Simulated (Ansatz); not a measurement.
**C2H5Mg radical: a ladder of functionals and wavefunction methods**

The task here is to estimate one member of a computed series from the others.

Computed with Ansatz 0.2.0, Gaussian basis. Level: functionals in def2-TZVPP, the program's frozen cores in correlated methods.

The runs, in order: LDA (SPW92), PBE-D4, revPBE-D4, BLYP-D4, r2SCAN-D4, B97M-V, PBE0-D4, B3LYP-D4, r2SCANh-D4, r2SCAN0-D4, HSE06-D4, BHLYP-D4, CAM-B3LYP-D4, LC-ωPBE, ωB97X-V, ωB97M-V, B2PLYP, PBE-QIDH; CCSD(T)/def2-SVP; CCSD(T)/def2-TZVPP; MP2/def2-QZVPP; extrapolation to the limit; RPA on PBE.

## The relaxed structure

An earlier PBE0-D4 in a triple-zeta def2 set relaxation fixed the geometry.

SMILES `[CH2][Mg][CH3]`, 8 atoms, charge 0, spin multiplicity 2.

Atoms are counted from 1 here; the program's logs count them from 0.

Bond lengths: C1–Mg2 2.054 Å, C1–H4 1.093 Å, C1–H5 1.093 Å, Mg2–C3 2.083 Å, C3–H6 1.095 Å, C3–H7 1.095 Å, C3–H8 1.095 Å. Angles: Mg2–C1–H4 125.5°, Mg2–C1–H5 125.5°, H4–C1–H5 109.0°, C1–Mg2–C3 180.0°, Mg2–C3–H6 111.9°, Mg2–C3–H7 111.9°, Mg2–C3–H8 111.9°, H6–C3–H7 107.0°, H6–C3–H8 106.9°, H7–C3–H8 107.0°.

The first run:

The input, in.yaml:

```yaml
crystal:
  periodic: [false, false, false]
  atoms:
    - {symbol: C, position_ang: [-1.307498, 1.238312, -1.453050]}
    - {symbol: Mg, position_ang: [-0.138798, 0.135396, -0.173133]}
    - {symbol: C, position_ang: [1.045397, -0.983130, 1.125740]}
    - {symbol: H, position_ang: [-2.085387, 0.836797, -2.107682]}
    - {symbol: H, position_ang: [-1.252229, 2.321492, -1.589179]}
    - {symbol: H, position_ang: [1.387176, -0.388921, 1.979684]}
    - {symbol: H, position_ang: [1.939819, -1.373588, 0.629322]}
    - {symbol: H, position_ang: [0.503819, -1.843558, 1.532498]}
basis:
  gaussian: {orbitals: def2-TZVPP}
magnetization: {spin_polarized: true, initial_magnetization: 1}
hamiltonian: {xc: lda}
output: {orbitals: {seedname: orbitals}}
```

Steps of the session up to this table: LDA; PBE-D4 (GGA); revPBE-D4 (GGA); BLYP-D4 (GGA); r2SCAN-D4 (meta-GGA); B97M-V (meta-GGA); PBE0-D4 (hybrid); B3LYP-D4 (hybrid); r2SCANh-D4 (hybrid); r2SCAN0-D4 (hybrid); HSE06-D4 (hybrid); BHLYP-D4 (hybrid); CAM-B3LYP-D4 (range-separated); LC-ωPBE-D4 (range-separated; the results give it without D4); ωB97X-V (range-separated); ωB97M-V (range-separated); B2PLYP (double hybrid); PBE-QIDH (double hybrid).

One table of the session follows, with a row left open; its other results are not shown here.

It belongs to the step «Frontier levels by functional». 

```
  functional  HOMO (eV)  LUMO (eV)  gap (eV)
 LDA (SPW92)      -4.96      -3.46      1.50
      PBE-D4      -4.92      -2.87      2.05
   revPBE-D4      -4.87      -2.72      2.15
     BLYP-D4      -4.68      -2.90      1.78
   r2SCAN-D4      -5.34      -2.23      3.10
      B97M-V      -5.02      -2.61      2.41
     PBE0-D4      -6.18      -1.68      4.51
    B3LYP-D4      -5.83      -2.13      3.70
  r2SCANh-D4      -5.81      -1.85      3.96
  r2SCAN0-D4      -6.52      -1.30      5.21
    HSE06-D4          ?          ?         ?
    BHLYP-D4      -7.22      -0.76      6.46
CAM-B3LYP-D4      -7.47      -0.77      6.70
     LC-ωPBE      -9.04       0.64      9.68
     ωB97X-V      -8.40       0.19      8.59
     ωB97M-V      -8.19      -0.08      8.11
```

Estimate the missing values for HSE06-D4.

As computed: HOMO (eV): -5.78; LUMO (eV): -2.06; gap (eV): 3.71. In the column «HOMO (eV)» it lies between r2SCANh-D4 (-5.81) and r2SCAN-D4 (-5.34).
